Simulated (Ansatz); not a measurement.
# Hafnium, hcp under LDA: testing the Methfessel-Paxton smearing

A convergence test of the Methfessel-Paxton smearing width. The geometry was relaxed under LDA beforehand and stays fixed; 7 values are run, from 0.01 to 1.0 eV. Wanted are the values from which on the energy stays within 10 and 1 meV/atom, and the pressure within 0.5 GPa, of the narrowest run. Within the series other settings stay, but some runs also write fields, which adds to their time. Spin polarisation is left out.

Method: DFT LDA, plane waves with PAW, scalar-relativistic, in Ansatz 0.2.0.

## (1) The starting structure

The structure is hexagonal, space group P6_3/mmc (No. 194). The conventional cell has a = 3.118 Å, b = 3.118 Å, c = 4.948 Å, α = 90.00°, β = 90.00°, γ = 120.00°. Around Hf (site symmetry -6m2) lie 12 Hf at 3.06 to 3.12 Å.

Coordinates:

```
CELL_PARAMETERS angstrom
3.11840 0.00000 0.00000
-1.55920 2.70061 0.00000
0.00000 0.00000 4.94755
ATOMIC_POSITIONS crystal
Hf 0.33333 0.66667 0.25000
Hf 0.66667 0.33333 0.75000
```

## (2) Run at 0.01 eV

The run at 0.01 eV.

The input, input.yaml:

```yaml
crystal:
  lattice:
    - [3.1183974891, 0.0, 0.0]
    - [-1.5591987445, 2.7006114446, 0.0]
    - [0.0, 0.0, 4.9475473504]
  atoms:
    - { symbol: Hf, position: [0.3333333333, 0.6666666667, 0.25] }
    - { symbol: Hf, position: [0.6666666667, 0.3333333333, 0.75] }
hamiltonian:
  xc: lda
  pseudopotentials:
    kind: paw
    azcp:
      Hf: "pseudopotentials/Hf.paw.azcp"
basis:
  ecutwfc: 420
  fft_grid_basis: typed
kpoints:
  mp_grid: { grid: [12, 12, 7], shift: [0, 0, 0] }
magnetization:
  spin_polarized: false
scf:
  occupations: { method: methfessel_paxton, width: 0.01 }
  lower_state_search: "off"
output:
  stress: true
```

Run with:

```bash
$ ansatz run input.yaml --threads 2 --pin off --max-ram 5120MiB --backend cpu --events-out ev --progress --plain --runs-dir out
```

## (3) Run at 0.03 eV

The run at 0.03 eV.

input.yaml: that of step 2 with these lines changed.

```diff
@@ -22,3 +22,3 @@
 scf:
-  occupations: { method: methfessel_paxton, width: 0.01 }
+  occupations: { method: methfessel_paxton, width: 0.03 }
   lower_state_search: "off"
```

## (4) Run at 0.1 eV

The run at 0.1 eV.

input.yaml: that of step 3 with these lines changed.

```diff
@@ -22,3 +22,3 @@
 scf:
-  occupations: { method: methfessel_paxton, width: 0.03 }
+  occupations: { method: methfessel_paxton, width: 0.1 }
   lower_state_search: "off"
```

## (5) Run at 0.2 eV

The run at 0.2 eV.

input.yaml: that of step 4 with these lines changed.

```diff
@@ -22,3 +22,3 @@
 scf:
-  occupations: { method: methfessel_paxton, width: 0.1 }
+  occupations: { method: methfessel_paxton, width: 0.2 }
   lower_state_search: "off"
```

## (6) Run at 0.3 eV

The run at 0.3 eV.

input.yaml: that of step 5 with these lines changed.

```diff
@@ -22,3 +22,3 @@
 scf:
-  occupations: { method: methfessel_paxton, width: 0.2 }
+  occupations: { method: methfessel_paxton, width: 0.3 }
   lower_state_search: "off"
```

## (7) Run at 0.6 eV

The run at 0.6 eV.

input.yaml: that of step 6 with these lines changed.

```diff
@@ -22,3 +22,3 @@
 scf:
-  occupations: { method: methfessel_paxton, width: 0.3 }
+  occupations: { method: methfessel_paxton, width: 0.6 }
   lower_state_search: "off"
```

## (8) Run at 1.0 eV

The run at 1.0 eV.

input.yaml: that of step 7 with these lines changed.

```diff
@@ -22,3 +22,3 @@
 scf:
-  occupations: { method: methfessel_paxton, width: 0.6 }
+  occupations: { method: methfessel_paxton, width: 1.0 }
   lower_state_search: "off"
@@ -26 +26,5 @@
   stress: true
+  write_density: true
+  write_potential: true
+  elf: true
+  volumetric_format: npy
```

(Steps that only read results are left out.)

What does the calculation give?

The runs gave:

| quantity | value |
| --- | --- |
| E(σ → 0) stays within 10 meV/atom of 0.01 eV | up to 0.6 eV |
| E(σ → 0) stays within 1 meV/atom | up to 0.3 eV |
| pressure stays within 0.5 GPa | up to 0.6 eV |
| pressure at 0.01 eV | 0.18 GPa |
| energy of a separate run on a finer mesh (19×19×11) | -1.3 meV/atom from 0.01 eV |

In words: At 1.0 eV the energy differs by +17.6 meV/atom and the pressure by -0.5 GPa. The free energy F moves by +28.2 meV/atom over the range, and the estimate for σ → 0 by +17.6. This scheme cancels the term in the square of the width, so F moves little up to 0.2 eV. The mesh (12×12×7) is fixed, so the narrowest widths carry a k-point error of their own. The yardstick itself is unsettled by 1.3 meV/atom against the finer mesh, so the thresholds above hold only within this series, and wider smearing, which averages over more states, can land nearer the fine-mesh value than the narrowest does. The cell taken over is 7 % smaller than the measured one (22.38 Å³/atom, COD).
